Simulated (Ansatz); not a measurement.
A made-up structure of CH₃NSi, closed shell:

```xyz
6
angstrom
C -0.5607 -0.3714 -0.2933
Si 0.2019 1.0138 -0.8491
N -0.0553 0.3878 0.7223
H -1.0607 -1.2901 -0.3401
H 1.4664 0.0288 -0.8843
H 0.0084 0.2312 1.6444
```

It is relaxed with PBE-D4/def2-SVP and then PBE0-D4/def2-TZVP (Ansatz 0.2.0). Atoms count as bonded within 1.22 times the sum of their covalent radii (H–H: 0.88 Å). The end point is not checked to be a true minimum.

**Question.** Does its bonding change? (Judge from chemistry; the calculation decides.)

**Answer.** By the calculation: No: no bond forms or breaks.

Where it ends: The first stage lowers the energy by 1.90 eV in 7 steps. It ends as CH₃NSi ([CH]1[NH][SiH]1):
```json
{"atom": "C1", "x (Å)": "-0.5779", "y (Å)": "-0.3740", "z (Å)": "-0.2083"}
{"atom": "Si2", "x (Å)": "0.3997", "y (Å)": "1.0505", "z (Å)": "-1.0155"}
{"atom": "N3", "x (Å)": "-0.1257", "y (Å)": "0.3192", "z (Å)": "0.7505"}
{"atom": "H4", "x (Å)": "-1.1653", "y (Å)": "-1.2889", "z (Å)": "-0.1184"}
{"atom": "H5", "x (Å)": "1.6623", "y (Å)": "0.1859", "z (Å)": "-1.1495"}
{"atom": "H6", "x (Å)": "-0.1931", "y (Å)": "0.1072", "z (Å)": "1.7411"}
```

Labels in which every atom is bracketed show which atoms are joined, not bond orders.

For scale, one of the runs: PBE0-D4/def2-TZVP relaxation, 117 basis functions, launched by `ansatz run in.yaml --threads 2 --pin off --events-out ev --progress --plain --max-ram 4352MiB`. The run took about 14 s on 2 CPU threads of an Arm Neoverse V2 (shared host).
